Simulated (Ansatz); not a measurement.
CH7AlSi (`[CH3][AlH][SiH3]`), relaxed with RKS PBE-D4/def2-SVP in the Gaussian-basis code of Ansatz from a rough embedded geometry. The force threshold is 0.03 eV/Å; the program also tests the step.

Charge 0, multiplicity 1.

Start:

```xyz
10

C     1.703    0.007   -0.685
Al    0.246   -0.745    0.328
Si   -1.781    0.419    0.409
H     2.032   -0.712   -1.441
H     1.458    0.971   -1.152
H     2.641    0.188   -0.008
H     0.401   -2.149    1.109
H    -2.342    0.569   -0.885
H    -1.589    1.778    1.068
H    -2.769   -0.326    1.257
```

| step | energy (eV) | largest force (eV/Å) | largest move (Å) |
| --- | --- | --- | --- |
| 1 | -15609.9639 | 2.052 | 0.000 |
| 2 | -15610.1953 | 0.681 | 0.160 |
| 3 | -15610.2152 | 0.082 | 0.038 |
| 4 | -15610.2168 | 0.016 | 0.020 |

End:

```xyz
10

C     1.787   -0.009   -0.694
Al    0.291   -0.766    0.334
Si   -1.868    0.417    0.476
H     2.135   -0.728   -1.468
H     1.549    0.949   -1.197
H     2.660    0.164   -0.027
H     0.501   -2.167    1.097
H    -2.457    0.644   -0.899
H    -1.684    1.791    1.081
H    -2.915   -0.294    1.297
```

Run time 6.5 s (2 threads of a server CPU on a shared host); peak host memory 0.12 GiB.
